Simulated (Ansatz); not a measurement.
Consider the silylene formation by 1,1-elimination: `C[SiH2]N` → CH₄ + `N[SiH]`.

Isolated molecules relaxed with PBE0-D4/def2-TZVP in Ansatz; ΔE leaves out vibrations. CBS: MP2 limit from def2 TZ/QZ plus the TZ coupled-cluster correction, frozen cores. This one scheme is used for every species. Each species was taken in one conformer, which may not be the lowest.

| species | CCSD(T)/CBS(def2) energy (Eh) |
| --- | --- |
| `C[SiH2]N` | -386.08232 |
| CH₄ | -40.46206 |
| `N[SiH]` | -345.56329 |

(1) Work out ΔE.

Largest T1 diagnostic among the species: 0.015.

Results:

(1) ΔE = (-40.46206) + (-345.56329) − (-386.08232) = 0.05697 Eh = +1.55 eV.

From PBE to PBE0 (25 % exact exchange), in def2-TZVPP and without D4, ΔE moves by +0.16 eV. Leaving LDA and LC-ωPBE aside and taking each functional with its dispersion term where it has one, the values, not all of them listed here, spread over 0.44 eV, from BLYP-D4 to r2SCAN0-D4. LDA lies +0.32 eV from PBE without D4.
